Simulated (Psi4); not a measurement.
**M06-2X/cc-pVTZ run of AlH3Cl− (SMILES [AlH3-][Cl])**

Aim: the vertical ionisation energy of AlH3Cl− at M06-2X/cc-pVTZ, from 2 runs. 

The calculation is run with Psi4 1.11.

## 1. The system as given

The species is AlH3Cl− (5 atoms), meant as a singlet with charge -1. As SMILES, `[AlH3-][Cl]`. Geometry: a GFN2-xTB relaxation, a rough one for these elements and not checked as a minimum.

Bond lengths: Al1–Cl2 2.098 Å, Al1–H3 1.609 Å, Al1–H4 1.608 Å, Al1–H5 1.608 Å. Angles: Cl2–Al1–H3 107.0°, Cl2–Al1–H4 107.0°, Cl2–Al1–H5 107.1°, H3–Al1–H4 111.8°, H3–Al1–H5 111.7°, H4–Al1–H5 111.8°.

## 2. A single-point energy at M06-2X/cc-pVTZ

File calc.inp:

```
memory 1600 mb

molecule mol {
  -1 1
  Al     0.109160    -0.000440    -0.082500
  Cl    -1.562720    -0.002110     1.184250
  H      0.226090     1.478490    -0.704190
  H     -0.160190    -1.106410    -1.218300
  H      1.387660    -0.369540     0.820730
  symmetry c1
  no_reorient
  no_com
}

set {
  basis cc-pVTZ
  puream true
  e_convergence 1e-09
  d_convergence 1e-08
  scf_type pk
  dft_radial_points 99
  dft_spherical_points 590
}

E, wfn = energy("m06-2x", return_wfn=True)
oeprop(wfn, "MAYER_INDICES", "LOWDIN_CHARGES", "QUADRUPOLE")
print_variables()
```

Launch:

```console
$ psi4 calc.inp calc.out -n 1
```

calc.out, cut to the lines that bear on the results:

```text
[...]
  Running in c1 symmetry.
[...]
  Nuclear repulsion =   78.196689782907086
[...]
  Multiplicity = 1
[...]
  Nalpha       = 17
  Nbeta        = 17
[...]
    Number of basis functions: 110
[...]
   @RKS iter   1:  -704.45457669567747   -4.58224e-01   3.13010e-03 ADIIS/DIIS
[...]
   @RKS iter   9:  -704.52478698670268   -1.39948e-10   9.96274e-09 DIIS
[...]
    Orbital Energies [Eh]
    ---------------------
    Doubly Occupied:
       1A   -102.441209     2A    -56.638605     3A     -9.583384
       4A     -7.302920     5A     -7.301466     6A     -7.301465
       7A     -4.150214     8A     -2.654114     9A     -2.651669
      10A     -2.651665    11A     -0.697812    12A     -0.295792
      13A     -0.201553    14A     -0.201526    15A     -0.198495
      16A     -0.129612    17A     -0.129475
[...]
  @RKS Final Energy:  -704.52478698670268
   => Energetics <=
    Nuclear Repulsion Energy =             78.1966897829070859
    One-Electron Energy =               -1137.8666921138967609
    Two-Electron Energy =                 378.0116471474685227
    DFT Exchange-Correlation Energy =     -22.8664318031813778
    Empirical Dispersion Energy =           0.0000000000000000
    VV10 Nonlocal Energy =                  0.0000000000000000
    Total Energy =                       -704.5247869867026793
[...]
 Multipole Moments:
 ------------------------------------------------------------------------------------
     Multipole            Electronic (a.u.)      Nuclear  (a.u.)        Total (a.u.)
 ------------------------------------------------------------------------------------
 L = 1.  Multiply by 2.5417464519 to convert [e a0] to [Debye]
 Dipole X            :         45.2735436          -44.7744149            0.4991287
 Dipole Y            :          0.0730447           -0.0737938           -0.0007491
 Dipole Z            :        -34.3135076           33.9356829           -0.3778248
 Magnitude           :                                                    0.6260044
 L = 2.  Multiply by 1.3450342976 to convert [e a0^2] to [Debye ang]
 Quadrupole XX       :       -184.8871382          155.9586827          -28.9284555
 Quadrupole XY       :         -0.1974262            0.1933450           -0.0040811
[...]
```

It took 35 s on 1 thread of Intel Xeon Platinum 8488C (Sapphire Rapids), shared host; peak memory 0.74 GiB.

## 3. Doublet neutral AlH3Cl: energy and gradient at UM06-2X/cc-pVTZ

File alclh3.xyz:

```xyz
5
AlClH3
Al     0.109160    -0.000440    -0.082500
Cl    -1.562720    -0.002110     1.184250
H      0.226090     1.478490    -0.704190
H     -0.160190    -1.106410    -1.218300
H      1.387660    -0.369540     0.820730
```

File alclh3.py:

```python
import psi4

psi4.set_memory('1600 MB')
psi4.set_num_threads(1)
psi4.set_output_file('psi4.out', False)

with open('alclh3.xyz') as f:
    atoms = ''.join(f.readlines()[2:])
molecule = psi4.geometry('0 2\n' + atoms + 'symmetry c1')

options = {'basis': 'cc-pVTZ', 'reference': 'uks', 'puream': True, 'e_convergence': 1e-09, 'd_convergence': 1e-08, 'scf_type': 'pk', 'dft_radial_points': 99, 'dft_spherical_points': 590, 'maxiter': 200}
psi4.set_options(options)

result, w = psi4.gradient('m06-2x', molecule=molecule, return_wfn=True)
psi4.oeprop(w, 'LOWDIN_CHARGES', 'QUADRUPOLE', 'MAYER_INDICES', title='M06-2X')
print('gradient / Eh bohr^-1')
print(result.np.round(6))
print(f'energy = {w.energy():.10f} Eh')
for k, v in sorted(psi4.core.scalar_variables().items()):
    print(f'{k:45s} {v:18.10f}')
```

Launch:

```console
$ python alclh3.py
```

psi4.out, cut to the lines that bear on the results:

```text
[...]
  Running in c1 symmetry.
[...]
  Nuclear repulsion =   78.196689782907086
[...]
  Multiplicity = 2
[...]
  Nalpha       = 17
  Nbeta        = 16
[...]
    Number of basis functions: 110
[...]
   @UKS iter   1:  -704.32031506661326   -3.23963e-01   2.23274e-03 DIIS/ADIIS
[...]
   @UKS iter  23:  -704.34976952009720   -1.10276e-11   2.24090e-09 DIIS
[...]
   @S^2 Observed:                7.628683099E-01
[...]
  @UKS Final Energy:  -704.34976952009720
   => Energetics <=
    Nuclear Repulsion Energy =             78.1966897829070859
    One-Electron Energy =               -1130.1176473463533512
    Two-Electron Energy =                 370.2910207776837979
    DFT Exchange-Correlation Energy =     -22.7198327343346556
    Empirical Dispersion Energy =           0.0000000000000000
    VV10 Nonlocal Energy =                  0.0000000000000000
    Total Energy =                       -704.3497695200971975
[...]
  -Total Gradient:
     Atom            X                  Y                   Z
    ------   -----------------  -----------------  -----------------
       1       -0.005225345969     0.041639564598    -0.010839715341
       2        0.009554976679    -0.005168961557    -0.005451188127
       3       -0.003002149819    -0.016196640303     0.008056467105
       4        0.002405250825    -0.008661192585     0.008155944410
       5       -0.003689792762    -0.011597975696     0.000044547245
[...]
 Multipole Moments:
 ------------------------------------------------------------------------------------
     Multipole            Electronic (a.u.)      Nuclear  (a.u.)        Total (a.u.)
 ------------------------------------------------------------------------------------
 L = 1.  Multiply by 2.5417464519 to convert [e a0] to [Debye]
 Dipole X            :         -3.0847491            3.4416347            0.3568856
 Dipole Y            :          0.4957149            0.0059608            0.5016756
 Dipole Z            :          2.1608686           -2.6086279           -0.4477593
 Magnitude           :                                                    0.7612714
 L = 2.  Multiply by 1.3450342976 to convert [e a0^2] to [Debye ang]
 Quadrupole XX       :       -116.8096702           95.5676711          -21.2419991
 Quadrupole XY       :          0.7759565            0.0938432            0.8697997
[...]
```

Standard output:

```text
gradient / Eh bohr^-1
[[-5.2250e-03  4.1640e-02 -1.0840e-02]
 [ 9.5550e-03 -5.1690e-03 -5.4510e-03]
 [-3.0020e-03 -1.6197e-02  8.0560e-03]
 [ 2.4050e-03 -8.6610e-03  8.1560e-03]
 [-3.6900e-03 -1.1598e-02  4.5000e-05]]
energy = -704.3497695201 Eh
CURRENT ENERGY                                   -704.3497695201
CURRENT REFERENCE ENERGY                         -704.3497695201
DD SOLVATION ENERGY                                 0.0000000000
DFT FUNCTIONAL TOTAL ENERGY                      -704.3497695201
DFT TOTAL ENERGY                                 -704.3497695201
DFT VV10 ENERGY                                     0.0000000000
DFT XC ENERGY                                     -22.7198327343
GRID ELECTRONS ALPHA                               16.9999998591
GRID ELECTRONS BETA                                15.9999998633
GRID ELECTRONS TOTAL                               32.9999997225
NUCLEAR REPULSION ENERGY                           78.1966897829
ONE-ELECTRON ENERGY                             -1130.1176473464
PCM POLARIZATION ENERGY                             0.0000000000
PE ENERGY                                           0.0000000000
SCF ITERATION ENERGY                             -704.3497695201
SCF ITERATIONS                                     23.0000000000
SCF TOTAL ENERGY                                 -704.3497695201
TWO-ELECTRON ENERGY                               370.2910207777
XC GRID RADIAL POINTS                              99.0000000000
XC GRID SPHERICAL POINTS                          590.0000000000
XC GRID TOTAL POINTS                           278997.0000000000
```

Wall time 2.1 min (1 thread of Intel Xeon Platinum 8488C (Sapphire Rapids), shared host); peak memory 0.74 GiB.

## 4. Results

Level: M06-2X/cc-pVTZ.

| quantity | value |
| --- | --- |
| singlet AlH3Cl−: total energy | -704.52479 Eh |
| singlet AlH3Cl−: HOMO energy | -3.52 eV |
| singlet AlH3Cl−: LUMO energy | 5.93 eV |
| singlet AlH3Cl−: HOMO–LUMO gap (to an unbound level, set by the basis) | 9.45 eV |
| doublet neutral AlH3Cl: total energy | -704.34977 Eh |
| doublet neutral AlH3Cl: dipole moment | 1.93 D |
| doublet neutral AlH3Cl: HOMO energy (highest over α and β) | -9.06 eV |
| doublet neutral AlH3Cl: LUMO energy (lowest over α and β) | -6.04 eV |
| doublet neutral AlH3Cl: ⟨S²⟩ | 0.763 |
| doublet neutral AlH3Cl: largest force on an atom | 2.229 eV/Å |
| vertical detachment energy (to the doublet neutral) | 4.762 eV |

Removing an electron at fixed nuclei costs 4.76 eV (110 kcal/mol). The negative HOMO energy of the first species, 3.52 eV, lies 1.24 eV below that difference.
